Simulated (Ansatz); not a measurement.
## Anthracene C₁₄H₁₀

Level of theory: PBE-D3(BJ) in Ansatz (PAW).

Settings: plane-wave cutoff 500 eV, 4×4×4 k mesh, gaussian smearing 0.02 eV, scalar-relativistic PAW data made under PBE.

Cell (relaxed at this level):

```yaml
crystal:
  lattice:
    - [8.41400, 0.00000, -0.01141]
    - [0.00000, 5.93361, 0.00000]
    - [-6.42237, 0.00000, 9.05591]
  atoms:
    - { symbol: C, position: [0.08796, 0.03218, 0.36938] }
    - { symbol: C, position: [0.11897, 0.16158, 0.28225] }
    - { symbol: C, position: [0.05979, 0.08475, 0.14015] }
    - { symbol: C, position: [0.08822, 0.21371, 0.04841] }
    - { symbol: C, position: [0.96899, 0.86559, 0.09028] }
    - { symbol: C, position: [0.93950, 0.73676, 0.18406] }
    - { symbol: C, position: [0.99634, 0.81777, 0.31942] }
    - { symbol: C, position: [0.03101, 0.13441, 0.90972] }
    - { symbol: C, position: [0.91178, 0.78629, 0.95159] }
    - { symbol: C, position: [0.94021, 0.91525, 0.85985] }
    - { symbol: C, position: [0.06050, 0.26324, 0.81594] }
    - { symbol: C, position: [0.88103, 0.83842, 0.71775] }
    - { symbol: C, position: [0.00366, 0.18223, 0.68058] }
    - { symbol: C, position: [0.91204, 0.96782, 0.63062] }
    - { symbol: C, position: [0.41204, 0.53218, 0.63062] }
    - { symbol: C, position: [0.58796, 0.46782, 0.36938] }
    - { symbol: C, position: [0.38103, 0.66158, 0.71775] }
    - { symbol: C, position: [0.61897, 0.33842, 0.28225] }
    - { symbol: C, position: [0.44021, 0.58475, 0.85985] }
    - { symbol: C, position: [0.55979, 0.41525, 0.14015] }
    - { symbol: C, position: [0.41178, 0.71371, 0.95159] }
    - { symbol: C, position: [0.58822, 0.28629, 0.04841] }
    - { symbol: C, position: [0.53101, 0.36559, 0.90972] }
    - { symbol: C, position: [0.46899, 0.63441, 0.09028] }
    - { symbol: C, position: [0.56050, 0.23676, 0.81594] }
    - { symbol: C, position: [0.43950, 0.76324, 0.18406] }
    - { symbol: C, position: [0.50366, 0.31777, 0.68058] }
    - { symbol: C, position: [0.49634, 0.68223, 0.31942] }
    - { symbol: H, position: [0.13439, 0.09408, 0.47762] }
    - { symbol: H, position: [0.18851, 0.32622, 0.31973] }
    - { symbol: H, position: [0.15764, 0.37860, 0.08614] }
    - { symbol: H, position: [0.87027, 0.57226, 0.14598] }
    - { symbol: H, position: [0.97174, 0.71655, 0.38914] }
    - { symbol: H, position: [0.84236, 0.62140, 0.91386] }
    - { symbol: H, position: [0.12973, 0.42774, 0.85402] }
    - { symbol: H, position: [0.81149, 0.67378, 0.68027] }
    - { symbol: H, position: [0.02826, 0.28345, 0.61086] }
    - { symbol: H, position: [0.86561, 0.90592, 0.52238] }
    - { symbol: H, position: [0.36561, 0.59408, 0.52238] }
    - { symbol: H, position: [0.63439, 0.40592, 0.47762] }
    - { symbol: H, position: [0.31149, 0.82622, 0.68027] }
    - { symbol: H, position: [0.68851, 0.17378, 0.31973] }
    - { symbol: H, position: [0.34236, 0.87860, 0.91386] }
    - { symbol: H, position: [0.65764, 0.12140, 0.08614] }
    - { symbol: H, position: [0.62973, 0.07226, 0.85402] }
    - { symbol: H, position: [0.37027, 0.92774, 0.14598] }
    - { symbol: H, position: [0.52826, 0.21655, 0.61086] }
    - { symbol: H, position: [0.47174, 0.78345, 0.38914] }
```

```
Quantity                            Value
---------------------------  ------------
equilibrium volume per atom  9.41 Å³/atom
```

The result took about 19 core-minutes (a rough figure).

Ansatz is a program for electronic structure.
